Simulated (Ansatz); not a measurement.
```xyz
3

C     0.1333   -0.0420   -1.4331
C    -0.0832    0.1795    0.0294
C    -0.1226    0.0819    1.4251
```

RHF on singlet C3 was run in several spherical basis sets with Ansatz (development build ahead of 0.2.0). Caution for RHF: stretched shape with no unrestricted run beside it, a lower state can exist.

(1) Rank the basis sets by the total energy that they give, lowest first, with the distance from the lowest.
A. 6-31G
B. 6-31G(d)
C. STO-3G
D. def2-SVP

## Answers

(1) B (0.00 eV), A (0.90 eV), D (2.57 eV), C (39.64 eV).

Totals follow the description of the cores as much as that of the bonds, so this order isn't one of quality for chemistry.
